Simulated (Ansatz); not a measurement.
HSiB, singlet in 6-31G: errors against full CI

Geometry: a PBE0/def2-TZVP stationary point for this spin, not checked as a minimum.

```xyz
3

Si    0.0000    0.0000    0.1742
B     0.0000    0.0000   -1.8643
H     0.0000    0.0000    1.6901
```

Basis 6-31G; Ansatz 0.2.0. Only valence electrons are correlated (noble-gas cores frozen), which leaves 8 electrons in 18 orbitals. Prefix R: restricted or restricted open-shell reference; prefix U: unrestricted. Active spaces: valence = (8e, 9o) chosen from the atoms' valence shells; pair = (2e, 2o) about the gap.

Full CI is exact within this basis and frozen core; it isn't the basis-set limit. The frozen core follows each run's orbitals, which can shift R against U totals by a few meV.

The determinant fills πx and πy unequally, so it is a mixture of Σ and Δ, which weighs on every level built on one determinant.

RHF is unstable: UHF (⟨S²⟩ = 1.79) lies 0.96 eV below the lowest RHF solution. Higher spins weren't run at this geometry and may lie near or lower.

- UHF ⟨S²⟩: 1.785
- ⟨S²⟩ of the determinant under UCCSD: 1.000
- T1 diagnostic (RCCSD): 0.0431
- largest doubles amplitude (RCCSD): 0.143

```
                   level  E − E(full CI) (kcal/mol)  share of correlation (%)  wall time
                     RHF                      85.21                      0.00          –
                    UHF†                      63.06                         –     0.54 s
                    RMP2                      30.15                     64.61          –
                   UMP2†                      16.53                         –          –
                    CISD                      13.60                     84.04     0.45 s
                   RCCSD                       7.39                     91.32          –
                 UCCSD*†                      -9.09                         –          –
                RCCSD(T)                       3.35                     96.07     0.39 s
              UCCSD(T)*†                     -14.36                         –      3.7 s
                 BCCD(T)                       3.42                     95.98     0.48 s
                 RCCSDT*                       1.56                     98.17          –
                UCCSDT*†                     -18.49                         –          –
                  CISDTQ                       1.75                     97.94        2 s
              RCCSDT(Q)*                       0.58                     99.31      1.1 s
             UCCSDT(Q)*†                     -19.43                         –        7 s
                RCCSDTQ*                       0.11                     99.87        9 s
               UCCSDTQ*†                     -19.29                         –       37 s
  CASSCF (valence space)                      18.84                     77.89          –
  NEVPT2 (valence space)                       5.47                     93.58        7 s
  MRCISD (valence space)                       0.47                     99.45          –
MRCISD+Q (valence space)                       0.05                     99.94        9 s
```

An asterisk marks runs whose energy the program itself flagged as in doubt. A dagger marks rows that describe another state than the reference (another or a broken symmetry, a higher spin or other natural occupations), so the difference holds a gap between states beside the method's error.

The correlation energy at full CI, counted from RHF, is -3.695 eV. That run took 22 s on 1 thread of Arm Neoverse V1, shared host over 2,341,648 determinants.

Run but not shown, since their state, orbitals or frozen core can't be matched to the reference's or they repeat it: CASSCF (pair space), NEVPT2 (pair space).

Times hold each run's SCF and search for its determinant on a shared host, so for small cases they say little of a method's own cost; they ran on 1 thread of Arm Neoverse V1.

Unrestricted levels hold only the spin's projection, and here they fall towards a lower state of higher spin.

The full-CI state has the irrep A1 of C2v, in the program's axes (one component, if the state is degenerate).

Natural occupations of full CI about the gap: 1.968 1.949 1.849 0.979 0.953 0.087 0.082 0.081 0.018 0.007; effectively unpaired electrons, Σ n²(2−n)², 2.17. No single determinant describes this state well, so single-reference rows can miss without a flag.
